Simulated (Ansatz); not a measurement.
# How far is PAW off for Cu?

```
Cu
1.0
     0.00000    1.81488    1.81488
     1.81488    0.00000    1.81488
     1.81488    1.81488    0.00000
Cu
1
Direct
  0.00000 0.00000 0.00000
```

Conventional cell: a = 3.630 Å, b = 3.630 Å, c = 3.630 Å, α = 90.00°, β = 90.00°, γ = 90.00°. Cu (atom 1) has 12 Cu at 2.57 Å as nearest neighbours.

The cell was built from the fcc type and relaxed in the same program, and has space group Fm-3m; it needn't be a known or the stable phase.

All numbers are computed: DFT, PBE, PAW with Ansatz's default frozen-core files, scalar-relativistic (Ansatz 0.2.0); DFT, PBE, all-electron LAPW, scalar-relativistic (Ansatz 0.2.0).

For PAW: a Γ-centred 20×20×20 k mesh, Fermi–Dirac smearing of 0.03 eV, cutoff 420 eV, no spin polarisation. LAPW targets a basis error of 0.5 meV/atom. The Ansatz runs share mesh, smearing and spin set-up. Plane-wave (PAW) pressures include the program's estimate of the Pulay term.

Stress and pressure are positive in compression.

Levels count from the Fermi level.

PAW results:

```tsv
quantity	PAW
pressure (GPa)	0.00
highest filled level at Γ (eV)	-2.118
lowest empty level at Γ (eV)	22.535
highest filled level at X (eV)	-1.411
lowest empty level at X (eV)	1.484
highest filled level at W (eV)	-1.410
lowest empty level at W (eV)	6.160
```

Problem. What does full-potential LAPW give for the same quantities?

Solution. 
| quantity | LAPW |
| --- | --- |
| pressure (GPa) | -0.03 |
| highest filled level at Γ (eV) | -2.116 |
| lowest empty level at Γ (eV) | 22.528 |
| highest filled level at X (eV) | -1.410 |
| lowest empty level at X (eV) | 1.484 |
| highest filled level at W (eV) | -1.409 |
| lowest empty level at W (eV) | 6.161 |
